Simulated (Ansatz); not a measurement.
Geometry optimisation, Ansatz, UKS PBE-D4/6-31G.

input.yaml

```yaml
crystal:
  periodic: [false, false, false]
  atoms:
    - { symbol: "N", position_ang: [-0.37423, 0.32154, -0.29117] }
    - { symbol: B, position_ang: [0.52632, -0.45187, 0.4075] }
    - { symbol: O, position_ang: [1.30758, -1.12324, 1.01767] }
    - { symbol: H, position_ang: [0.68075, -0.30618, -0.74308] }
    - { symbol: H, position_ang: [-0.6471, 0.12011, -1.2345] }
magnetization:
  spin_polarized: true
basis:
  gaussian: { orbitals: "6-31G" }
hamiltonian:
  xc: pbe
  dispersion: d4
relax:
  f_tol: 0.02
  max_steps: 50
```

Run as:

```bash
$ ansatz run input.yaml --threads 1 --pin off --max-ram 2048MiB --backend cpu --events-out ev --progress --plain --runs-dir out
```

Where does it end, and by what steps?

It converged. Limits of this set-up: no polarisation functions. After 9 steps the energy has fallen by 3.842 eV; H4 moved furthest, 0.94 Å. Parted: B2–H4. Joined: N1–H4.

```tsv
step	energy less start (eV)	largest force component (eV/Å)	accepted
0	0.0000	3.483	yes
1	-0.9497	2.597	yes
2	-1.8246	2.481	yes
3	-2.7442	2.628	yes
4	-3.4250	1.485	yes
5	-3.7965	0.465	yes
6	-3.8418	0.165	yes
7	-3.8418	0.172	no
8	-3.8420	0.054	yes
9	-3.8421	0.001	yes
```

```xyz
5
Properties=species:S:1:pos:R:3
N 0.091 -0.013 -0.644
B 0.582 -0.664 0.480
O 1.023 -1.247 1.488
H 0.699 0.435 -1.323
H -0.902 0.050 -0.846
```

Whether the end is a true minimum wasn't checked by a vibrational analysis.

Time of the run: 14 s on 1 CPU thread of a shared host.
